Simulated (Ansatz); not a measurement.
System: bcc Ta. Method: r²SCAN (Ansatz, a first-principles code, plane waves, PAW).

A relaxed, unreconstructed slab of the (100) face has 8 atoms, two equal faces of 10.930 Å² each and an energy of -79550.9032 eV. A bulk cell of 2 atoms with the same orientation and in-plane k mesh has -19888.6368 eV. Energies are extrapolated to zero smearing.

Run with plane-wave cutoff 500 eV, 16×16×1 k mesh (along the axes of the cell as run), Fermi–Dirac smearing 0.1 eV, scalar-relativistic PAW data made under PBE.

Worked out: γ = (E_slab − N E_bulk per atom)/2A = [-79550.9032 − 8 × (-19888.6368/2)]/(2 × 10.930) = 0.1667 eV/Å². With 16.022 J/m² per eV/Å² this is 2.67 J/m², or 1.82 eV per surface cell and face.
